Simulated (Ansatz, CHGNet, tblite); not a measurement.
## Elastic constant C44 of zinc-blende BP: levels of theory against measurement

Reference value: 160 GPa (measured, temperature not stated, no zero-point or thermal correction, our sources range from 160 to 190; as tabulated in Råsander and Moram (2015), arXiv:1505.02379).

**Question.** What do GFN1-xTB, CHGNet 0.3.0, LDA, BLYP, PBE, revPBE, PBE-D3(BJ), r²SCAN, HSE06 give, and how far is each from the reference?

**Answer.** 
```json
[
 {"level (code)": "GFN1-xTB (tblite)", "value (GPa)": "159", "cell (Å³/atom)": "11.96", "difference (%)": "-0.6"},
 {"level (code)": "CHGNet 0.3.0", "value (GPa)": "37.4", "cell (Å³/atom)": "11.71", "difference (%)": "-77"},
 {"level (code)": "LDA (Ansatz)", "value (GPa)": "194", "cell (Å³/atom)": "11.32", "difference (%)": "+21"},
 {"level (code)": "BLYP (Ansatz)", "value (GPa)": "178", "cell (Å³/atom)": "12.13", "difference (%)": "+11.2"},
 {"level (code)": "PBE (Ansatz)", "value (GPa)": "185", "cell (Å³/atom)": "11.76", "difference (%)": "+15.6"},
 {"level (code)": "revPBE (Ansatz)", "value (GPa)": "181", "cell (Å³/atom)": "11.92", "difference (%)": "+13.1"},
 {"level (code)": "PBE-D3(BJ) (Ansatz)", "value (GPa)": "194", "cell (Å³/atom)": "11.45", "difference (%)": "+21"},
 {"level (code)": "r²SCAN (Ansatz)", "value (GPa)": "197", "cell (Å³/atom)": "11.67", "difference (%)": "+23"},
 {"level (code)": "HSE06 (Ansatz)", "value (GPa)": "199", "cell (Å³/atom)": "11.57", "difference (%)": "+24"}
]
```

The levels aren't ranked against this reference (sources at odds).

The reference isn't brought to a static lattice, while the calculations are for one, so the differences are not the levels' errors alone. A static lattice is as a rule stiffer than a warm one, by over a tenth in soft solids.  GFN1-xTB: the method was fitted mainly to molecules. GFN1-xTB: the run uses a supercell at the zone centre in place of a k mesh. PBE-D3(BJ): the dispersion coefficients are held fixed in the derivatives. Each level is taken at its own relaxed cell. Cutoffs and k meshes differ between the levels. Ansatz's density-functional and Hartree–Fock values are scalar-relativistic unless marked +SOC, with PAW data made under PBE.

Machine-learned potentials (CHGNet 0.3.0) are trained on DFT data: a solid inside that data is no test of them.

Differences are worked out from the printed values.

Ansatz is a quantum-chemistry and plane-wave program.
